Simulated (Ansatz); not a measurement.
**High-frequency dielectric constant of some main-group oxides**

Method: LDA in Ansatz (plane waves, PAW). References are measured values at room or unstated temperature, uncorrected unless marked, so that the deviations hold thermal and zero-point effects besides the level's error.

```json
[
 {"solid": "corundum (α-Al2O3)", "reference": "3.1", "LDA": "3.23", "deviation (%)": "+4.2"},
 {"solid": "rock-salt BaO", "reference": "3.61", "LDA": "4.28", "deviation (%)": "+18.6"},
 {"solid": "rock-salt MgO", "reference": "2.96¶", "LDA": "3.18", "deviation (%)": "+7.4"},
 {"solid": "stishovite (SiO2)", "reference": "3.27", "LDA": "?", "deviation (%)": "?"},
 {"solid": "corundum Ga₂O₃ (metastable phase)", "reference": "3.83", "LDA": "4.32", "deviation (%)": "+12.8"},
 {"solid": "rock-salt CaO", "reference": "3.3", "LDA": "3.88", "deviation (%)": "+17.6"}
]
```

### Question
Estimate the withheld LDA value.

### Answer
The deviations of the other rows run from +4.2 % to +18.6 %, with a median of +12.8 %; carried to the reference 3.27 it gives 3.69. The run gives 3.43 (+4.9 %), -7.0 % from the estimate; the row was drawn at random, and such an estimate is rough. Over these 6 solids the mean deviation is +10.9 %, the mean absolute deviation 10.9 % (median 10.1 %), and the worst case rock-salt BaO at +18.6 %; the value is above the reference in 6 of 6 cases.

Spin–orbit coupling is left out, also for the solids with elements from indium on (rock-salt BaO); its size isn't shown.

¶ marks references of a special kind: rock-salt MgO, 2.96 (measured, 296 K, copied from a table, unchecked, long-wavelength limit of the electronic terms of a dispersion formula fitted to measured refractive indices over 0.36-5.4 um; lattice terms left out; as tabulated in doi:10.6028/jres.049.025 ).

Differences are worked out from the printed values.

Each level is taken at its own relaxed cell. Ansatz's density-functional and Hartree–Fock values are scalar-relativistic unless marked +SOC, with PAW data made under PBE.

Not in this set, of the main-group oxides with a reference value in our tables and a result at some level: 3 for no value at LDA (not run, a failed fit, an unstable or unbound cell, or a value held back for tests). These can be a level's best or worst cases. At least 1 more with a reference value is held back for tests. Solids without a released value at any level aren't counted. Layered and molecular crystals are counted apart.

References as tabulated in Skone et al. (2014), arXiv:1501.03184; Pishtshev (2010), arXiv:1006.0353; doi:10.6028/jres.049.025 ; He et al. (2014), arXiv:1309.4805 and others.

Ansatz is a quantum-chemistry and plane-wave program.
